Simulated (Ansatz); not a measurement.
Two structures of AlH6OF, closed shell, reached by relaxing down either side of one saddle point (PBE0-D4/def2-TZVP). Energies are electronic, without zero-point energy. Program: Ansatz 0.2.0. Basis: def2-TZVPP and def2-QZVPP. Cores are frozen in the correlated methods. Extrapolation: Hartree–Fock as exp(−7.88 √X), correlation as X^−2.97. First:

```
9
angstrom
Al -0.8150 -0.1428 -0.8041
H 0.6363 0.4475 -1.3004
H -1.1299 -1.5894 -1.3676
H -1.9418 0.9695 -0.6401
H 0.6558 -0.1838 1.1827
O -0.2997 -0.4005 1.0759
H 1.6071 0.4400 -0.3489
F 2.0929 0.3463 0.4895
H -0.8057 0.1130 1.7131
```

Second:

```
9
angstrom
Al -0.9721 -0.2870 -0.4742
H 0.5773 1.0017 -1.4020
H -0.6147 -1.6050 -1.2507
H -1.9620 0.8478 -0.9557
H 1.1269 -0.3809 1.1817
O -0.4693 -0.2477 1.1840
H 1.0585 0.6062 -0.9684
F 2.0402 -0.3679 0.9062
H -0.7847 0.4330 1.7792
```

Q: Which bonds change from the first to the second?

A: AlH₃ + H₂O + HF → AlH₃O ([OH][AlH2]) + HF + H₂; bonds formed: H2–H7, H5–F8; dative contacts that become bonds: Al1–O6; bonds broken: Al1–H2, H5–O6, H7–F8.

Q: Give the saddle point's structure and its height above each. (To be estimated.)

A: Computed: 8.51 kcal/mol above the first and 16.62 kcal/mol above the second (CCSD(T) at an estimated basis limit (MP2 extrapolated from triple and quadruple zeta, plus CCSD(T) − MP2 in triple zeta)).
```xyz
9
angstrom
Al -0.8281 -0.1729 -0.6578
H 0.6975 0.5084 -1.2258
H -0.9335 -1.5627 -1.3938
H -1.8766 1.0103 -0.7368
H 0.8077 -0.1357 1.0540
O -0.2888 -0.3771 1.1006
H 1.2631 0.3926 -0.4947
F 1.8895 0.1962 0.5770
H -0.7309 0.1408 1.7775
```

The T1 diagnostic stays at or below 0.012.

Labels in which every atom is bracketed show which atoms are joined, not bond orders.

For scale, one of the runs: CCSD(T)/def2-TZVPP, 188 basis functions (an equivalent command: `ansatz run in.yaml --threads 2`). Time: 26 s of wall clock on 2 CPU threads; the host was shared. Peak host memory: 2.2 GiB.
